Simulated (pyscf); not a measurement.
H₂B–NH–NH₂ + hydrogen (H₂) → H₂N–NH₂ + borane (BH₃) (four-centre exchange; singlet surface; B–N, H–H broken, H–N, B–H formed). Structures and frequencies: ωB97X-D3(BJ)/def2-SVP in PySCF. Energies in kJ/mol from the separated reactants.

```csv
level,barrier,reaction energy
ωB97X-D3(BJ)/def2-TZVP,158.1,+140.4
PBE/def2-TZVP,(withheld),(withheld)
r²SCAN/def2-TZVP,(withheld),+152.2
PBE0-D3(BJ)/def2-TZVP,138.6,+146.6
M06-2X/def2-TZVP,163.1,+148.4
ωB97M-D3(BJ)/def2-TZVP,158.2,+143.8
```

What belongs in the gaps?


- PBE/def2-TZVP, barrier: 135.3
- PBE/def2-TZVP, reaction energy: +153.6
- r²SCAN/def2-TZVP, barrier: 145.6

On the product side the descent ends in an adduct with a B–N contact, 156.9 kJ/mol under the separated species and 174.7 kJ/mol under the saddle at ωB97X-D3(BJ)/def2-TZVP. At PBE, r²SCAN, PBE0-D3(BJ) the saddle lies under the separated products, which points to a path from their complex (located at ωB97X-D3(BJ) alone), and parting the products costs more than the saddle. What is counted as broken (B–N) persists as a longer contact in the product adduct; parting that adduct is a step of its own. At the saddle there is also a short B–H contact that neither side keeps. H₂B–NH–NH₂ lies 257.9 kJ/mol over its isomer H₂N–BH–NH₂ (electronic energy, ωB97M-D3(BJ)/def2-TZVP). One saddle was located; it need not be the lowest between these sides.
